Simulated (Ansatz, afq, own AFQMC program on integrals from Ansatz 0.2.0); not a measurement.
GeH₃, doublet in cc-pVDZ, levels against CCSDT(Q)

```xyz
4

Ge    0.0000    0.0000   -0.0187
H     1.4650    0.0169    0.4526
H    -0.7483    1.2611    0.4484
H    -0.7191   -1.2778    0.4488
```

Basis cc-pVDZ. Noble-gas cores (and the filled d shells of Ga–Kr and In–Xe) are frozen. AFQMC by an in-house program on the Cholesky factors that Ansatz 0.2.0 writes for its CCSD(T) run. The CISD trial takes its coefficients from CCSD amplitudes. Released means that phaseless walkers are propagated on without the constraint, phases kept. Error bars are statistical, one sigma. No spin–orbit coupling.

Determinant: ROHF, the one that the program's search chose, which needn't be the lowest solution. The geometry is a PBE0/def2-TZVP stationary point of this or a neighbouring charge and spin state.

No full CI on the walks' own integrals is used here; CCSDT(Q) serves as the reference and is uncertain by about the last step of the cluster series.

Cautions: no relativity below Rb; no spin-orbit coupling; inner d shell frozen.

```
T1 diagnostic                               : 0.0150
weight of the determinant in the CISD state : 0.929
size of the correlated space                : 7 electrons in 28 orbitals
```

```csv
level,correlation energy (eV)
MP2,-2.5066
CCSD,-3.2035
CCSD(T),-3.2605
```

(1) Estimate where phaseless AFQMC with a CISD trial lies against CCSD(T) on the same integrals.

(1) 2.0 ± 0.4 kJ/mol below CCSD(T).

Reference: CCSDT(Q), correlation energy -3.277 eV. The released energy is read at 2.40 1/Eh (meV from the phaseless value at times in 1/Eh: -2 ± 4 at 0.24, 0 ± 4 at 0.51, -2 ± 3 at 0.99, 0 ± 4 at 1.62, -1 ± 3 at 2.40).

```json
{"level": "CCSD(T)", "E − E(reference) (kJ/mol)": "1.6", "share of correlation (%)": "99.49"}
{"level": "CCSDT", "E − E(reference) (kJ/mol)": "0.1", "share of correlation (%)": "99.96"}
{"level": "ph-AFQMC/HF", "E − E(reference) (kJ/mol)": "0.3 ± 2.5", "share of correlation (%)": "99.91"}
{"level": "ph-AFQMC/CISD", "E − E(reference) (kJ/mol)": "-0.3 ± 0.4", "share of correlation (%)": "100.11"}
{"level": "released AFQMC", "E − E(reference) (kJ/mol)": "-0.4 ± 0.3", "share of correlation (%)": "100.13"}
```

A walk keeps the symmetry of its determinant, which the program's search chose and which needn't be the lowest solution, so a lower state of the same spin and another symmetry isn't excluded. Released energies are given only where the last usable release times agree within the noise; a slower fall can still hide under it.
